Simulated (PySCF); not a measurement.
Input of a response calculation (the driver script's job line, then coordinates in Å):

```
{"job": {"kind": "uv", "xc": "wB97X-D", "basis": "def2-SVPD", "ip": true}, "charge": 0, "multiplicity": 1}
N      1.793602    -0.135963    -0.426902
C      0.650483     0.068932    -0.424181
S     -0.999163     0.440086    -0.495428
H     -1.361633    -0.463495     0.444412
```

Method: PySCF, TDDFT wB97X-D/def2-SVPD, vertical, gas phase, core orbitals frozen in the response. Job line and output are in the format of a driver script around the code.

Problem. What does the script print for it, SCF cycles aside?

Solution. 
```
converged SCF energy = -491.3890300014

Static polarisability (au): isotropic 36.401, principal 28.280 29.524 51.400

Singlet excitations
state   eV       nm        f      main configurations
  1   5.5346    224.0   0.00014   H->L 0.91
  2   6.7600    183.4   0.00590   H->L+1 0.77, H->L+5 0.10
  3   6.9305    178.9   0.00970   H->L+2 0.68, H->L+1 0.10
  4   7.2021    172.2   0.01550   H->L+3 0.52, H-1->L 0.34
  5   8.1525    152.1   0.00086   H-1->L+3 0.82
  6   8.5435    145.1   0.03132   H-2->L 0.67, H-2->L+2 0.16
  7   8.5696    144.7   0.00066   H-3->L 0.49, H->L+2 0.15, H->L+5 0.12
  8   8.6004    144.2   0.16831   H-1->L 0.49, H->L+3 0.19, H-1->L+2 0.10
  9   8.7565    141.6   0.08040   H-1->L+1 0.71, H-1->L+5 0.11
 10   8.8672    139.8   0.00052   H->L+4 0.52, H-3->L 0.20, H->L+5 0.19

Triplet excitations (Tamm-Dancoff, eV): 5.1723 5.8467 6.2133 6.3477
Vertical ionisation energy (delta-SCF) = 10.9280 eV
```

Geometry: PBE0-D3(BJ)/def2-SVP; no solvent, vibrations or thermal averaging.

The species is `N#CS` (thiocyanic acid).

H and L stand for HOMO and LUMO.

All these states lie below the vertical ionisation energy of 10.93 eV (ΔSCF).

The pairwise dispersion term of wB97X-D wasn't added to the energies; at a given geometry it leaves orbitals and properties as they are.
